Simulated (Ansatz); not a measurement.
Pb vacancy in Pb

All numbers below come from DFT PBE, scalar-relativistic, plane waves, PAW in Ansatz 0.2.0. (420 eV cutoff, 5×5×5 k-mesh, Gaussian smearing of 0.10 eV, no spin polarisation)

Host crystal, relaxed:

```xyz
1
Lattice="0.0000 2.5195 2.5195 2.5195 0.0000 2.5195 2.5195 2.5195 0.0000" Properties=species:S:1:pos:R:3 pbc="T T T"
Pb    0.0000    0.0000    0.0000
```

Supercell of 27 atoms, rows in host cell vectors: 3 -3 0; 3 0 -3; 3 0 0. Atoms relax at the host's cell, keeping the symmetry that the supercell leaves at the site. The cell is small, so energies carry finite-size errors of tenths of an eV. The host is a metal. Atoms are taken from and returned to the elements' standard states.

Spin-orbit coupling is left out, which matters for the bands and energies of heavy elements.

Defect: Pb vacancy at (0.000, 0.000, 0.000) of the host cell.

What is the formation energy of the neutral defect?

0.38 eV.

Does the neutral defect carry a moment, and how do its surroundings relax?

The neutral run had no spin polarisation, so a moment wasn't tested. The nearest neighbours before are 12 Pb at 3.56 Å; after relaxation the atoms near the site are 12 Pb at 3.58 Å; the largest move is 0.02 Å.

Cost: 2 runs of about 7.3 core-minutes in all, on Intel Xeon Processor @ 2.70GHz (shared hosts).